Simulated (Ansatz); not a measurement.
# C3H3: the cost of one run

Computed with Ansatz 0.2.0 (the levels named in each step, unless a step's input says otherwise).

## (1) The starting structure

Bond lengths: C1–C2 1.378 Å, C1–C3 1.378 Å, C2–C3 1.378 Å, C1–H4 1.073 Å, C2–H5 1.073 Å, C3–H6 1.073 Å. Angles: C1–C2–C3 60.0°, C1–C2–H5 150.0°, C3–C2–H5 150.0°, C2–C1–C3 60.0°, C2–C1–H4 150.0°, C3–C1–H4 150.0°, C1–C3–C2 60.0°, C1–C3–H6 150.0°, C2–C3–H6 150.0°.

As a file:

```xyz
6

C    -0.5829   -0.5399    0.0378
C    -0.1741    0.7757    0.0256
C     0.7570   -0.2358   -0.0634
H    -1.3695   -1.2684    0.0889
H    -0.4090    1.8224    0.0602
H     1.7785   -0.5540   -0.1488
```

## (2) A rough first relaxation, PBE-D4/def2-SVP

File input.yaml:

```yaml
crystal:
  periodic: [false, false, false]
  atoms:
    - { symbol: C, position_ang: [-0.58292, -0.53991, 0.03779] }
    - { symbol: C, position_ang: [-0.17411, 0.77573, 0.02557] }
    - { symbol: C, position_ang: [0.75703, -0.23582, -0.06339] }
    - { symbol: H, position_ang: [-1.36945, -1.26841, 0.08891] }
    - { symbol: H, position_ang: [-0.40903, 1.82243, 0.06019] }
    - { symbol: H, position_ang: [1.77851, -0.55402, -0.14881] }
total_charge: 1
basis:
  gaussian: { orbitals: def2-SVP }
hamiltonian:
  xc: pbe
  dispersion: d4
relax:
  f_tol: 0.03
  max_steps: 200
```

Run with:

```bash
$ ansatz run input.yaml --threads 2 --pin off --max-ram 5120MiB --backend cpu --events-out ev --progress --plain --runs-dir out
```

**Question.** How long does this run take on 2 threads of Arm Neoverse V1, shared host, and how much memory does it need?

About 2.2 s, with a peak of 0.098 GiB.
